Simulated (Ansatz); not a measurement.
## Property card for Ta5N6

Computed with DFT r2SCAN, scalar-relativistic, plane waves, PAW in Ansatz.

Plane waves to 500 eV, a k mesh through Γ of 12×12×4 on the computed 22-atom cell and Gaussian smearing (0.10 eV); no spin polarisation.

The structure is relaxed at this level of theory with its symmetry kept. Whether it is the stable form of this composition wasn't checked.

Symmetry: P6_3/mcm, No. 193, hexagonal system. Conventional cell: a = 5.185 Å, b = 5.185 Å, c = 10.421 Å, α = 90.00°, β = 90.00°, γ = 120.00°. Ta (site symmetry 32) has 6 N at 2.13 Å as nearest neighbours. Ta (site symmetry m2m) has 6 N at 2.19 Å as nearest neighbours. Around N (site symmetry m) lie 5 Ta at 2.13 to 2.19 Å.

```
Volume per atom                                                   : 11.03 Å³
Formation energy from the elements' standard states (uncorrected) : -1.310 eV/atom
Generalised Kohn–Sham band gap                                    : none (metal)
Density of states at the Fermi level                              : 8.23 states/eV per cell
Löwdin character within 0.5 eV of the Fermi level                 : Ta 5d 75 %, N 2p 20 %
Bulk modulus                                                      : 309 GPa
Its pressure derivative                                           : 4.2
```

Spin-orbit coupling is left out, which matters for the bands of heavy elements.

Cost: 9 runs of about 78 core-minutes in all, on Intel Xeon 6975P-C (Granite Rapids) (shared hosts).